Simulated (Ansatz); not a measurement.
GeS (Pnma, No. 62)

The numbers are results of rVV10 (Ansatz, an electronic-structure program, PAW), not measurements.

Numerical settings: plane-wave cutoff 500 eV, 12×10×4 k mesh (along the axes of the cell as run), Fermi–Dirac smearing 0.05 eV, scalar-relativistic PAW data made under PBE.

Cell (relaxed at this level):

```
CELL_PARAMETERS angstrom
      3.72776     0.00000     0.00000
      0.00000     4.40657     0.00000
      0.00000     0.00000    10.77873
ATOMIC_POSITIONS crystal
  Ge 0.25000 0.36250 0.37532
  Ge 0.25000 0.13750 0.87532
  Ge 0.75000 0.63750 0.62468
  Ge 0.75000 0.86250 0.12468
  S  0.25000 0.49374 0.15053
  S  0.25000 0.00626 0.65053
  S  0.75000 0.50626 0.84947
  S  0.75000 0.99374 0.34947
```

For GeS (Pnma, No. 62), the band gap is 1.33 eV (on the SCF k mesh).

Measured, for comparison: band gap 1.65 eV (room temperature, no zero-point or thermal correction, our sources range from 1.58 to 1.65; as tabulated in Setten et al. (2017), arXiv:1709.07349).

Note: the volume lies 8 % above that of the published cell.

Spin–orbit coupling is not included.

Computed values are for the static lattice.

It cost about 4 core-minutes (a rough figure) of CPU time.
